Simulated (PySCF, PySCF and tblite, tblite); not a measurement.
**C4H4O2: telling isomers apart by computed NMR**

Aim: see whether computed shieldings tell isomers of C4H4O2 apart.

Programs: PySCF 2.14.0 with density-fitted response routines of our own, and tblite 0.8.0. All values are computed, except where a source is named. Atoms count from 0 throughout.

## 1. The molecule as given

10 atoms, charge 0, multiplicity 1; geometry from: MMFF94s geometry. This is the first candidate.

Bonds of the start (Å): C1–C2 1.53, C1–O5 1.38, C2–C3 1.46, C2–H6 1.09, C2–H7 1.09, C3–C4 1.31, C3–H8 1.09, C4–H9 1.07, C4–O5 1.38, O0–C1 1.21.

## 2. GFN2-xTB relaxation, isomer A, conformer 1

What the job is given:

```
{"job": {"xc": "GFN2-xTB", "basis": "xTB", "kind": "relax"}, "charge": 0, "multiplicity": 1}
O     -1.959300     1.349800    -0.519300
C     -0.897200     0.828700    -0.275700
C     -0.697200    -0.662100    -0.021500
C      0.748300    -0.687100     0.211900
C      1.214500     0.538400     0.129700
O      0.287200     1.521000    -0.172000
H     -1.271100    -0.972600     0.850100
H     -0.973400    -1.222200    -0.912200
H      1.333800    -1.580800     0.442600
H      2.223300     0.891600     0.243700
```

Launch:

```
$ OMP_NUM_THREADS=1 python ens_run.py task.json out
```

This one command runs the whole study; its stages follow in the order run.

The log of the run:

```text
step      E/eV     max force
  0    -509.33826    1.746
  1    -509.38127    2.219
  2    -509.43088    0.562
  3    -509.44274    0.690
  4    -509.45197    0.266
  5    -509.45526    0.145
  6    -509.45691    0.143
  7    -509.45902    0.168
  8    -509.45991    0.094
  9    -509.46024    0.040
 10    -509.46024    0.040
 11    -509.46031    0.023
 12    -509.46036    0.037
 13    -509.46037    0.022
 14    -509.46037    0.006
 15    -509.46037    0.006
 16    -509.46038    0.010
 17    -509.46038    0.005
 18    -509.46038    0.003
```

Run time: 0.08 s. Hardware: 1 thread of Arm Neoverse V2, shared host.

The energy fell by 0.122 eV, and the atoms moved 0.04 Å (root mean square).

## 3. Shieldings, isomer A, conformer 1: PBE0/pcSseg-1

What the job is given:

```
{"job": {"xc": "PBE0", "basis": "pcSseg-1", "kind": "nmr", "pop": true}, "charge": 0, "multiplicity": 1}
O     -1.943666     1.393773    -0.525106
C     -0.922246     0.828426    -0.274045
C     -0.693744    -0.654905    -0.025244
C      0.776499    -0.696429     0.225416
C      1.243119     0.542112     0.128450
O      0.272245     1.466803    -0.164586
H     -1.289511    -0.992608     0.824812
H     -1.004070    -1.237920    -0.894281
H      1.335731    -1.583010     0.443847
H      2.234524     0.938412     0.238210
```

The log of the run:

```text
coarse grid: 9000 points
cycle   1  E = -304.6884488681  dE =  1.251e+00  |g| = 8.723e-01  |ddm| = 2.949e+00
cycle   2  E = -304.3131595323  dE =  3.753e-01  |g| = 1.666e+00  |ddm| = 1.693e+00
cycle   3  E = -304.8220112738  dE = -5.089e-01  |g| = 2.450e-01  |ddm| = 1.254e+00
cycle   4  E = -304.8325714429  dE = -1.056e-02  |g| = 8.723e-02  |ddm| = 2.048e-01
cycle   5  E = -304.8337069029  dE = -1.135e-03  |g| = 2.563e-02  |ddm| = 5.558e-02
cycle   6  E = -304.8338403122  dE = -1.334e-04  |g| = 8.336e-03  |ddm| = 2.239e-02
cycle   7  E = -304.8338547889  dE = -1.448e-05  |g| = 3.010e-03  |ddm| = 8.083e-03
cycle   8  E = -304.8338568312  dE = -2.042e-06  |g| = 5.514e-04  |ddm| = 2.445e-03
final grid: 88736 points
cycle   9  E = -304.8912735257  dE = -1.067e-05  |g| = 1.307e-02  |ddm| = 2.064e-02
cycle  10  E = -304.8912166366  dE =  5.689e-05  |g| = 2.197e-02  |ddm| = 2.062e-02
cycle  11  E = -304.8913037866  dE = -8.715e-05  |g| = 2.185e-03  |ddm| = 1.390e-02
cycle  12  E = -304.8913046702  dE = -8.836e-07  |g| = 3.435e-04  |ddm| = 1.394e-03
cycle  13  E = -304.8913046864  dE = -1.623e-08  |g| = 1.678e-04  |ddm| = 3.410e-04
cycle  14  E = -304.8913046918  dE = -5.423e-09  |g| = 5.141e-05  |ddm| = 1.425e-04
cycle  15  E = -304.8913046925  dE = -6.061e-10  |g| = 1.185e-05  |ddm| = 4.550e-05
converged SCF energy = -304.8913046925

GIAO shielding tensors (ppm)
atom      isotropic    diamagn.    paramagn.     s11        s22        s33       span
  0 O     -112.676     397.741    -510.417   -437.924   -223.103    322.999    760.923
  1 C        7.116     248.751    -241.635    -94.721     48.168     67.902    162.624
  2 C      151.199     252.433    -101.235    141.568    146.690    165.338     23.771
  3 C       74.653     256.532    -181.878    -25.557     96.317    153.200    178.757
  4 C       34.630     251.174    -216.544    -70.355     74.922     99.322    169.678
  5 O       57.744     398.806    -341.062   -126.507    102.972    196.768    323.275
  6 H       28.603      29.062      -0.459     24.895     26.894     34.020      9.125
  7 H       28.604      29.057      -0.453     24.894     26.898     34.020      9.126
  8 H       26.116      31.208      -5.091     24.852     26.061     27.436      2.584
  9 H       24.803      29.635      -4.832     23.163     23.953     27.293      4.130
```

Wall time 7.1 s (1 thread of Arm Neoverse V2, shared host).

In short: HOMO -7.38 eV, LUMO -0.56 eV; dipole 3.99 D.

## 4. Averages, isomer A: properties at PBE0/pcSseg-1

What the job is given:

```
{"job": {"study": "conf", "smiles": "O=C1CC=CO1", "search": {"seed": 2173, "n_embed": 60, "ff_keep": 14, "window": 2.5, "nmax": 6, "temps": [250, 298.15, 350], "t_ref": 298.15, "order": 0.002}, "level": {"nmr": {"xc": "PBE0", "basis": "pcSseg-1"}}, "kind": "conf"}, "charge": 0, "multiplicity": 1}
O     -1.943666     1.393773    -0.525106
C     -0.922246     0.828426    -0.274045
C     -0.693744    -0.654905    -0.025244
C      0.776499    -0.696429     0.225416
C      1.243119     0.542112     0.128450
O      0.272245     1.466803    -0.164586
H     -1.289511    -0.992608     0.824812
H     -1.004070    -1.237920    -0.894281
H      1.335731    -1.583010     0.443847
H      2.234524     0.938412     0.238210
```

The log of the run:

```text
conformer  sym    E(xTB)   E(DFT)   G(298.15 K)  weight  dipole/D
    1     Cs      0.000    0.000    0.000   1.0000    3.987

mean shielding (ppm) by class
class atoms           250 K   298.15 K      350 K
  0 O  0           -112.676   -112.676   -112.676
  1 C  1              7.116      7.116      7.116
  2 C  2            151.199    151.199    151.199
  3 C  3             74.653     74.653     74.653
  4 C  4              34.63      34.63      34.63
  5 O  5             57.744     57.744     57.744
  6 H  6,7           28.603     28.603     28.603
  7 H  8             26.116     26.116     26.116
  8 H  9             24.803     24.803     24.803
```

Run time: 7.5 s. Hardware: 1 thread of Arm Neoverse V2, shared host. This counts the runs that the step sums up.

The search (ETKDG and KDG, MMFF94s, GFN2-xTB) embedded 60 structures, kept 1 distinct ones after the force field and 1 after xTB; 1 was carried on (window 2.5 kcal/mol at the search's own energies). Energies: PBE0/pcSseg-1 with D3(BJ).

Conformer by conformer (298 K):

| no. | group | mirror pair | ΔE xTB | ΔE DFT | ΔG | weight (%) | μ (D) | A, B, C (GHz) |
| --- | --- | --- | --- | --- | --- | --- | --- | --- |
| 1 | Cs | no | 0.00 | 0.00 | 0.00 | 100.0 | 3.99 | 8.41, 3.93, 2.72 |

Energies in kcal/mol. ΔG holds xTB vibrations and rotation, symmetry numbers and mirror pairs.

Shifts against references run at the same level (¹H TMS 31.72, ¹³C TMS 186.9, ¹⁷O H2O 336.1 ppm of shielding), by class of atoms, at 298 K:

| atoms | environment | average |
| --- | --- | --- |
| C1 | ester carbonyl carbon | 179.8 |
| C4 | alkene carbon bearing oxygen | 152.3 |
| C3 | β carbon of an enol-ether or enamine type C=C | 112.3 |
| C2 | sp3 CH2 α to a carbonyl | 35.7 |
| H9 | hydrogen on an alkene carbon bearing oxygen | 6.91 |
| H8 | hydrogen on a β carbon of an enol-ether or enamine type C=C | 5.60 |
| H6, H7 | hydrogen on an sp3 CH2 α to a carbonyl | 3.11 |
| O0 | ester carbonyl oxygen | 448.8 |
| O5 | ester alkoxy oxygen | 278.3 |

Effective distances for nuclear Overhauser effects, ⟨r⁻⁶⟩^(−1/6) over all pairs of two classes (Å): H8···H9 2.68; H6···H8 2.72.

## 5. GFN2-xTB relaxation, isomer B, conformer 1

What the job is given:

```
{"job": {"xc": "GFN2-xTB", "basis": "xTB", "kind": "relax"}, "charge": 0, "multiplicity": 1}
C     -2.194000    -0.121300     0.185000
C     -0.763000    -0.003000    -0.022400
C      0.438500     0.080500    -0.173400
C      1.847200     0.201500    -0.382200
O      2.354000     0.647600    -1.376800
O      2.576900    -0.253200     0.659000
H     -2.655900    -0.732700    -0.598900
H     -2.422200    -0.570900     1.158300
H     -2.671300     0.864200     0.158500
H      3.498700    -0.108000     0.370400
```

The log of the run:

```text
step      E/eV     max force
  0    -508.13562    1.245
  1    -508.13333    2.354
  2    -508.15709    0.438
  3    -508.16226    0.435
  4    -508.16783    0.273
  5    -508.17224    0.252
  6    -508.17607    0.202
  7    -508.17821    0.150
  8    -508.17893    0.068
  9    -508.17927    0.050
 10    -508.17944    0.034
 11    -508.17944    0.034
 12    -508.17946    0.069
 13    -508.17950    0.033
 14    -508.17952    0.034
 15    -508.17954    0.019
 16    -508.17958    0.026
 17    -508.17961    0.029
 18    -508.17964    0.016
 19    -508.17966    0.013
 20    -508.17967    0.017
 21    -508.17968    0.013
 22    -508.17968    0.004
 23    -508.17968    0.002
```

Run time: 0.06 s. Hardware: 1 thread of Arm Neoverse V2, shared host.

The energy fell by 0.044 eV, and the atoms moved 0.04 Å (root mean square).

## 6. Shieldings, isomer B, conformer 1: PBE0/pcSseg-1

What the job is given:

```
{"job": {"xc": "PBE0", "basis": "pcSseg-1", "kind": "nmr", "pop": false}, "charge": 0, "multiplicity": 1}
C     -2.189758    -0.119016     0.188052
C     -0.768346    -0.010597    -0.007028
C      0.422344     0.075199    -0.157654
C      1.829597     0.206999    -0.402491
O      2.313046     0.661096    -1.407009
O      2.562047    -0.239616     0.630295
H     -2.621328    -0.731601    -0.602747
H     -2.404296    -0.574466     1.153878
H     -2.640093     0.872306     0.150275
H      3.505669    -0.135648     0.431901
```

The log of the run:

```text
coarse grid: 9000 points
cycle   1  E = -304.6370942716  dE =  1.096e+00  |g| = 9.238e-01  |ddm| = 3.341e+00
cycle   2  E = -304.3091931768  dE =  3.279e-01  |g| = 1.619e+00  |ddm| = 2.489e+00
cycle   3  E = -304.7766804213  dE = -4.675e-01  |g| = 3.274e-01  |ddm| = 1.898e+00
cycle   4  E = -304.7966279123  dE = -1.995e-02  |g| = 7.951e-02  |ddm| = 2.990e-01
cycle   5  E = -304.7975920555  dE = -9.641e-04  |g| = 2.314e-02  |ddm| = 7.159e-02
cycle   6  E = -304.7977197475  dE = -1.277e-04  |g| = 4.268e-03  |ddm| = 3.028e-02
cycle   7  E = -304.7977233611  dE = -3.614e-06  |g| = 1.316e-03  |ddm| = 4.269e-03
final grid: 88736 points
cycle   8  E = -304.8544896341  dE = -8.488e-06  |g| = 1.170e-02  |ddm| = 5.453e-02
cycle   9  E = -304.8544375196  dE =  5.211e-05  |g| = 2.033e-02  |ddm| = 2.905e-02
cycle  10  E = -304.8545136890  dE = -7.617e-05  |g| = 2.897e-03  |ddm| = 1.946e-02
cycle  11  E = -304.8545152497  dE = -1.561e-06  |g| = 3.282e-04  |ddm| = 2.087e-03
cycle  12  E = -304.8545152676  dE = -1.791e-08  |g| = 8.880e-05  |ddm| = 2.355e-04
cycle  13  E = -304.8545152692  dE = -1.676e-09  |g| = 3.210e-05  |ddm| = 8.458e-05
cycle  14  E = -304.8545152695  dE = -2.334e-10  |g| = 1.277e-05  |ddm| = 2.905e-05
converged SCF energy = -304.8545152695

GIAO shielding tensors (ppm)
atom      isotropic    diamagn.    paramagn.     s11        s22        s33       span
  0 C      182.221     252.347     -70.126    174.128    175.544    196.989     22.861
  1 C       92.018     263.607    -171.590      3.416     25.796    246.842    243.426
  2 C      109.637     249.331    -139.694     21.373     33.370    274.167    252.794
  3 C       28.800     252.661    -223.861    -74.924     79.416     81.908    156.831
  4 O     -117.587     403.539    -521.126   -365.923   -246.000    259.162    625.085
  5 O      119.322     391.710    -272.388    -36.833    140.890    253.908    290.742
  6 H       29.494      27.937       1.557     24.652     27.593     36.238     11.586
  7 H       29.562      28.364       1.198     24.380     27.773     36.533     12.154
  8 H       29.496      27.952       1.545     24.669     27.585     36.235     11.566
  9 H       25.538      29.671      -4.133     20.239     22.795     33.580     13.341
```

Run time: 5.4 s. Hardware: 1 thread of Arm Neoverse V2, shared host.

This run: HOMO -7.92 eV, LUMO -1.08 eV; dipole 2.58 D.

## 7. The ensemble, isomer B: properties at PBE0/pcSseg-1

What the job is given:

```
{"job": {"study": "conf", "smiles": "CC#CC(=O)O", "search": {"seed": 2173, "n_embed": 60, "ff_keep": 14, "window": 2.5, "nmax": 6, "temps": [250, 298.15, 350], "t_ref": 298.15, "order": 0.002}, "level": {"nmr": {"xc": "PBE0", "basis": "pcSseg-1"}}, "kind": "conf"}, "charge": 0, "multiplicity": 1}
C     -2.189758    -0.119016     0.188052
C     -0.768346    -0.010597    -0.007028
C      0.422344     0.075199    -0.157654
C      1.829597     0.206999    -0.402491
O      2.313046     0.661096    -1.407009
O      2.562047    -0.239616     0.630295
H     -2.621328    -0.731601    -0.602747
H     -2.404296    -0.574466     1.153878
H     -2.640093     0.872306     0.150275
H      3.505669    -0.135648     0.431901
```

The log of the run:

```text
conformer  sym    E(xTB)   E(DFT)   G(298.15 K)  weight  dipole/D
    1     Cs      0.000    0.000    0.000   1.0000    2.578

mean shielding (ppm) by class
class atoms           250 K   298.15 K      350 K
  0 C  0             182.22     182.22     182.22
  1 C  1             92.018     92.018     92.018
  2 C  2            109.637    109.637    109.637
  3 C  3               28.8       28.8       28.8
  4 O  4           -117.587   -117.587   -117.587
  5 O  5            119.322    119.322    119.322
  6 H  6,7,8         29.518     29.518     29.518
  7 H  9             25.538     25.538     25.538
```

Wall time 5.7 s (1 thread of Arm Neoverse V2, shared host). This counts the runs that the step sums up.

The search (ETKDG and KDG, MMFF94s, GFN2-xTB) embedded 60 structures, kept 1 distinct ones after the force field and 1 after xTB; 1 was carried on (window 2.5 kcal/mol at the search's own energies). Energies: PBE0/pcSseg-1 with D3(BJ).

The conformers at 298 K:

| no. | group | mirror pair | ΔE xTB | ΔE DFT | ΔG | weight (%) | μ (D) | O4–C3–O5–H9 (°) | A, B, C (GHz) |
| --- | --- | --- | --- | --- | --- | --- | --- | --- | --- |
| 1 | Cs | no | 0.00 | 0.00 | 0.00 | 100.0 | 2.58 | 0 | 11.35, 1.77, 1.55 |

Energies in kcal/mol. ΔG holds xTB vibrations and rotation, symmetry numbers and mirror pairs.

Shifts against references run at the same level (¹H TMS 31.72, ¹³C TMS 186.9, ¹⁷O H2O 336.1 ppm of shielding), by class of atoms, at 298 K:

| atoms | environment | average |
| --- | --- | --- |
| C3 | carboxylic acid carbon | 158.1 |
| C1 | alkyne carbon | 94.9 |
| C2 | alkyne carbon | 77.3 |
| C0 | propargylic methyl carbon | 4.7 |
| H9 | hydrogen on an acid hydroxyl oxygen | 6.18 |
| H6, H7, H8 | hydrogen on a propargylic methyl carbon | 2.20 |
| O4 | carbonyl oxygen | 453.7 |
| O5 | acid hydroxyl oxygen | 216.8 |

## 8. GFN2-xTB relaxation, isomer C, conformer 1

What the job is given:

```
{"job": {"xc": "GFN2-xTB", "basis": "xTB", "kind": "relax"}, "charge": 0, "multiplicity": 1}
O      2.545600    -0.299700    -0.216300
C      1.321700    -0.230800    -0.117000
C      0.556600     0.998200    -0.127100
C     -0.728100     0.660600     0.006900
C     -0.858800    -0.811800     0.148300
O      0.477500    -1.291500     0.050500
H      0.982100     1.981200    -0.250300
H     -1.553600     1.345100     0.044100
H     -1.279600    -1.105500     1.105600
H     -1.454400    -1.241000    -0.667300
```

The log of the run:

```text
step      E/eV     max force
  0    -509.23209    2.711
  1    -509.24265    3.400
  2    -509.30585    0.507
  3    -509.31397    0.398
  4    -509.32724    0.316
  5    -509.32952    0.139
  6    -509.33124    0.165
  7    -509.33242    0.104
  8    -509.33277    0.042
  9    -509.33292    0.027
 10    -509.33292    0.027
 11    -509.33296    0.023
 12    -509.33304    0.017
 13    -509.33306    0.018
 14    -509.33308    0.026
 15    -509.33310    0.014
 16    -509.33311    0.007
 17    -509.33311    0.004
 18    -509.33311    0.004
```

Run time: 0.05 s. Hardware: 1 thread of Arm Neoverse V2, shared host.

Relaxing gained 0.101 eV and moved the atoms by 0.03 Å on average (rms).

## 9. Shieldings, isomer C, conformer 1: PBE0/pcSseg-1

What the job is given:

```
{"job": {"xc": "PBE0", "basis": "pcSseg-1", "kind": "nmr", "pop": false}, "charge": 0, "multiplicity": 1}
O      2.529828    -0.366001    -0.213658
C      1.345424    -0.228450    -0.112974
C      0.542188     1.017249    -0.132855
C     -0.735953     0.687602     0.014497
C     -0.840408    -0.797225     0.139537
O      0.486367    -1.267368     0.048194
H      0.987090     1.985251    -0.250270
H     -1.599548     1.324741     0.047820
H     -1.267697    -1.107039     1.100415
H     -1.438410    -1.244107    -0.663234
```

The log of the run:

```text
coarse grid: 9000 points
cycle   1  E = -304.6906909068  dE =  1.226e+00  |g| = 8.767e-01  |ddm| = 2.926e+00
cycle   2  E = -304.2930412772  dE =  3.976e-01  |g| = 1.679e+00  |ddm| = 2.031e+00
cycle   3  E = -304.8238814097  dE = -5.308e-01  |g| = 2.677e-01  |ddm| = 1.553e+00
cycle   4  E = -304.8366718053  dE = -1.279e-02  |g| = 9.392e-02  |ddm| = 2.339e-01
cycle   5  E = -304.8380289988  dE = -1.357e-03  |g| = 2.521e-02  |ddm| = 6.207e-02
cycle   6  E = -304.8381748475  dE = -1.458e-04  |g| = 5.094e-03  |ddm| = 2.226e-02
cycle   7  E = -304.8381801157  dE = -5.268e-06  |g| = 1.160e-03  |ddm| = 4.408e-03
final grid: 88736 points
cycle   8  E = -304.8951941866  dE = -8.340e-06  |g| = 1.348e-02  |ddm| = 2.348e-02
cycle   9  E = -304.8951312057  dE =  6.298e-05  |g| = 2.286e-02  |ddm| = 2.401e-02
cycle  10  E = -304.8952262639  dE = -9.506e-05  |g| = 2.418e-03  |ddm| = 1.628e-02
cycle  11  E = -304.8952273050  dE = -1.041e-06  |g| = 3.438e-04  |ddm| = 1.625e-03
cycle  12  E = -304.8952273247  dE = -1.962e-08  |g| = 1.267e-04  |ddm| = 3.223e-04
cycle  13  E = -304.8952273282  dE = -3.510e-09  |g| = 1.554e-05  |ddm| = 9.969e-05
cycle  14  E = -304.8952273282  dE = -4.479e-11  |g| = 6.878e-06  |ddm| = 1.707e-05
converged SCF energy = -304.8952273282

GIAO shielding tensors (ppm)
atom      isotropic    diamagn.    paramagn.     s11        s22        s33       span
  0 O      -86.245     398.009    -484.254   -339.831   -221.972    303.068    642.899
  1 C       10.870     246.923    -236.053    -80.472     39.236     73.846    154.318
  2 C       54.940     255.520    -200.580    -53.993     70.377    148.437    202.430
  3 C       27.474     257.104    -229.631    -99.682     29.558    152.545    252.227
  4 C      112.350     245.277    -132.927     93.261     98.697    145.092     51.831
  5 O      123.764     398.591    -274.827    -91.576    230.287    232.582    324.159
  6 H       25.408      31.117      -5.709     23.750     24.391     28.083      4.333
  7 H       24.175      30.955      -6.779     21.834     24.657     26.035      4.201
  8 H       26.693      28.075      -1.382     22.880     25.458     31.741      8.861
  9 H       26.694      28.068      -1.375     22.882     25.460     31.739      8.857
```

Run time: 5.8 s. Hardware: 1 thread of Arm Neoverse V2, shared host.

Key values: HOMO -8.01 eV, LUMO -1.40 eV; dipole 5.09 D.

## 10. Averages, isomer C: properties at PBE0/pcSseg-1

What the job is given:

```
{"job": {"study": "conf", "smiles": "O=C1C=CCO1", "search": {"seed": 2173, "n_embed": 60, "ff_keep": 14, "window": 2.5, "nmax": 6, "temps": [250, 298.15, 350], "t_ref": 298.15, "order": 0.002}, "level": {"nmr": {"xc": "PBE0", "basis": "pcSseg-1"}}, "kind": "conf"}, "charge": 0, "multiplicity": 1}
O      2.529828    -0.366001    -0.213658
C      1.345424    -0.228450    -0.112974
C      0.542188     1.017249    -0.132855
C     -0.735953     0.687602     0.014497
C     -0.840408    -0.797225     0.139537
O      0.486367    -1.267368     0.048194
H      0.987090     1.985251    -0.250270
H     -1.599548     1.324741     0.047820
H     -1.267697    -1.107039     1.100415
H     -1.438410    -1.244107    -0.663234
```

The log of the run:

```text
conformer  sym    E(xTB)   E(DFT)   G(298.15 K)  weight  dipole/D
    1     Cs      0.000    0.000    0.000   1.0000    5.091

mean shielding (ppm) by class
class atoms           250 K   298.15 K      350 K
  0 O  0            -86.245    -86.245    -86.245
  1 C  1              10.87      10.87      10.87
  2 C  2              54.94      54.94      54.94
  3 C  3             27.474     27.474     27.474
  4 C  4             112.35     112.35     112.35
  5 O  5            123.764    123.764    123.764
  6 H  6             25.408     25.408     25.408
  7 H  7             24.175     24.175     24.175
  8 H  8,9           26.693     26.693     26.693
```

Wall time 6.1 s (1 thread of Arm Neoverse V2, shared host). This counts the runs that the step sums up.

The search (ETKDG and KDG, MMFF94s, GFN2-xTB) embedded 60 structures, kept 1 distinct ones after the force field and 1 after xTB; 1 was carried on (window 2.5 kcal/mol at the search's own energies). Energies: PBE0/pcSseg-1 with D3(BJ).

The conformers at 298 K:

| no. | group | mirror pair | ΔE xTB | ΔE DFT | ΔG | weight (%) | μ (D) | A, B, C (GHz) |
| --- | --- | --- | --- | --- | --- | --- | --- | --- |
| 1 | Cs | no | 0.00 | 0.00 | 0.00 | 100.0 | 5.09 | 8.34, 3.93, 2.72 |

Energies in kcal/mol. ΔG holds xTB vibrations and rotation, symmetry numbers and mirror pairs.

Shifts against references run at the same level (¹H TMS 31.72, ¹³C TMS 186.9, ¹⁷O H2O 336.1 ppm of shielding), by class of atoms, at 298 K:

| atoms | environment | average |
| --- | --- | --- |
| C1 | ester carbonyl carbon | 176.1 |
| C3 | β carbon of a C=C–C=O unit | 159.5 |
| C2 | α carbon of a C=C–C=O unit | 132.0 |
| C4 | allylic sp3 CH2 bonded to O | 74.6 |
| H7 | hydrogen on a β carbon of a C=C–C=O unit | 7.54 |
| H6 | hydrogen on an α carbon of a C=C–C=O unit | 6.31 |
| H8, H9 | hydrogen on an allylic sp3 CH2 bonded to O | 5.02 |
| O0 | ester carbonyl oxygen | 422.3 |
| O5 | ester alkoxy oxygen | 212.3 |

Effective distances for nuclear Overhauser effects, ⟨r⁻⁶⟩^(−1/6) over all pairs of two classes (Å): H7···H8 2.67; H6···H7 2.69.

[end of part 1 of 3]
